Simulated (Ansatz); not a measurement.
What does this script print? It uses Ansatz 0.2.0, Python API.

The script, `md_c2h3o.py`:
```python
"""Molecular dynamics of one C2H3O molecule."""

import ansatz as az
import numpy as np

geometry_ang = [
    ("C", [-0.4696, 0.1969, -0.4712]),
    ("C", [0.4967, -0.2364, 0.4518]),
    ("O", [0.2167, -1.093, 1.2694]),
    ("H", [-1.4334, -0.1777, -0.428]),
    ("H", [-0.2613, 0.9959, -1.2214]),
    ("H", [1.4929, 0.2503, 0.3532]),
]
mol = az.Crystal.molecule()
for symbol, xyz in geometry_ang:
    mol = mol.atom(symbol, xyz)

base = (
    mol.calculation()
    .basis(gaussian="6-31G*")
    .functional("BLYP")
    .spin("collinear", total=1)
)
symbols = [site.symbol for site in mol.cartesian_sites]
start = np.array([site.position_ang for site in mol.cartesian_sites], dtype=float)
summary = base.relax(force_tolerance=0.02).run().report
end = np.array(summary["positions_ang"])
minimum = az.Crystal.molecule()
for symbol, place in zip(symbols, end):
    minimum = minimum.atom(symbol, place.tolist())

# dynamics from the relaxed geometry
base = minimum.calculation()
base = base.basis(gaussian="6-31G*")
base = base.functional("BLYP")
base = base.spin("collinear", total=1)
base = base.md("nve", timestep=1.0, steps=40, temperature=500, initial_velocities="maxwell_boltzmann", seed=86)
frames = []
out = base.session().plan().execute(on_event=lambda e: frames.append(e["data"]) if e["event"] == "md_step" else None)
print("t (fs)   E_pot (eV)      E_kin (eV)   T (K)   d(0-1) (A)")
for f in frames[::3]:
    xyz = np.array(f["positions_ang"])
    print(f"{f['time_fs']:6.2f} {f['lagrangian_ev']:14.5f} {f['e_kin_ev']:10.5f} {f['temperature_k']:8.1f} {np.linalg.norm(xyz[0] - xyz[1]):9.4f}")
kept = np.array([f["conserved_ev"] for f in frames])
print(f"conserved energy moves by at most {1000 * np.ptp(kept):.3f} meV")
```

Output of `python md_c2h3o.py`:
```text
t (fs)   E_pot (eV)      E_kin (eV)   T (K)   d(0-1) (A)
  0.00    -4166.69224    0.25852    500.0    1.4344
  3.00    -4166.59615    0.16733    323.6    1.4762
  6.00    -4166.56882    0.13774    266.4    1.4986
  9.00    -4166.52928    0.09990    193.2    1.4982
 12.00    -4166.55380    0.12284    237.6    1.4756
 15.00    -4166.55008    0.11826    228.7    1.4378
 18.00    -4166.50541    0.07554    146.1    1.4056
 21.00    -4166.50799    0.07638    147.7    1.3943
 24.00    -4166.49110    0.06178    119.5    1.4014
 27.00    -4166.53370    0.10310    199.4    1.4189
 30.00    -4166.57244    0.14152    273.7    1.4422
 33.00    -4166.58117    0.15097    292.0    1.4607
 36.00    -4166.60382    0.17187    332.4    1.4613
 39.00    -4166.58586    0.15679    303.2    1.4523
conserved energy moves by at most 5.103 meV
```

Caveats:
- Total energies depend on the basis set; only differences at equal settings carry meaning.
- The trajectory is only some femtoseconds long, so its temperature is not equilibrated; where the script doesn't relax first, it starts from a rough generated geometry.
- The run takes the species as open-shell (spin multiplicity 2), which needn't be its ground state.
- The temperature counts the internal degrees of freedom alone.
- With hydrogen a step over 0.5 fs is long.
- Timing: 71 s on 1 thread of Arm Neoverse V1, on a shared host, peak memory 0.19 GiB.
